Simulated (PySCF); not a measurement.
# C2−: from the state search to spectroscopic constants

One table from this session's results is given with a row withheld; the runs are named, their logs left out.

Computed with PySCF 2.14.0. Level: C def2-SVPD, no relativity.

2 further runs of the same task are left out: 2 set aside as unsound or not needed.

Set-up of the first run:

Settings of the job:

```yaml
atoms: C, C
charge: -1
basis: C def2-SVPD
Hamiltonian: no relativity
basis_functions: 40
electrons_treated: 13
masses_in_u: 12.0000, 12.0000
levels: PBE0, PBE, r²SCAN, M06-2X, B3LYP, PBEsol, HF, MP2, SCS-MP2, CCSD, CCSD(T)
grid: 80 radial by 434 angular points
occupations: held fixed by the projection of orbital angular momentum
dissociation_limit: C + C−, each in its ground configuration
starting_distance_in_angstrom: 1.520
values_of_2S_to_try: 1, 3, 5
```

Started as:

```
> OMP_NUM_THREADS=1 python dia.py task.json out
```

Steps of the session up to this table: Set-up; First curve: PBE0; Other states along the same grid; PBE (GGA); r²SCAN; M06-2X (hybrid meta-GGA); B3LYP; PBEsol; UHF (mean field); Adding correlation.

One table of the session follows, with a row left open; its other results are not shown here.

It belongs to the step «The curves together». Energy (eV) from each level's lowest point:

| R (Å) | UHF | UHF-MP2 | UHF-SCS-MP2 | UHF-CCSD | UHF-CCSD(T) |
| --- | --- | --- | --- | --- | --- |
| 1.087 | 1.583 | 2.132 | 2.101 | n/a | n/a |
| 1.138 | 0.667 | 1.056 | 1.033 | 0.949 | 1.017 |
| 1.188 | 0.171 | 0.405 | 0.389 | 0.337 | 0.379 |
| 1.226 | 0.013 | 0.133 | 0.123 | 0.096 | 0.117 |
| 1.264 | 0.000 | 0.008 | 0.003 | 0.000 | 0.000 |
| 1.302 | 0.103 | 0.000 | 0.000 | 0.022 | 0.001 |
| 1.353 | 0.381 | 0.131 | 0.138 | 0.193 | 0.143 |
| 1.416 | ? | ? | ? | ? | ? |
| 1.492 | 1.661 | 0.997 | 1.021 | 1.178 | 1.043 |
| 1.593 | 2.819 | 1.826 | 1.865 | n/a | n/a |

Estimate the missing values for R (Å) = 1.416.

Worked estimate for «UHF». A straight line through the neighbours (1.353, 0.381) and (1.492, 1.661) gives 0.381 + (1.661 − 0.381) × (1.416 − 1.353) / (1.492 − 1.353) = 0.961; a parabola fitted to 4 rows on both sides gives 0.911.

**Answer.** UHF: 0.893; UHF-MP2: 0.458; UHF-SCS-MP2: 0.472; UHF-CCSD: 0.571; UHF-CCSD(T): 0.483. In «UHF» the line misses by +0.068 and the parabola by +0.018.

State 2 has its PBE0 minimum 0.23 eV higher. The other levels ran on the lowest alone.
